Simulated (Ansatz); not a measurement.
A run of Ansatz (development build ahead of 0.2.0) on triplet NF at this shape:

```xyz
2

N     0.0000    0.0000   -0.7639
F     0.0000    0.0000    0.7639
```

Its results:

| Item | Value |
| --- | --- |
| Converged | yes |
| Reference energy | -153.79750 hartree |
| Correlation energy | -0.43132 hartree |
| Total energy | -154.22883 hartree |

(1) Which input gives this output? Name the method, the orbitals and the basis set, and write the input.

## Answers

(1) ROHF-CCSD(T) in cc-pVTZ.

```yaml
crystal:
  periodic: [false, false, false]
  atoms:
    - { symbol: "N", position_ang: [0.0, 0.0, -0.76386] }
    - { symbol: F, position_ang: [0.0, 0.0, 0.76386] }
basis:
  gaussian: { orbitals: cc-pVTZ }
magnetization:
  initial_magnetization: 2
hamiltonian:
  xc: hf
correlation:
  method: ccsd_t
  frozen_orbitals: { F: 1, "N": 1 }
```
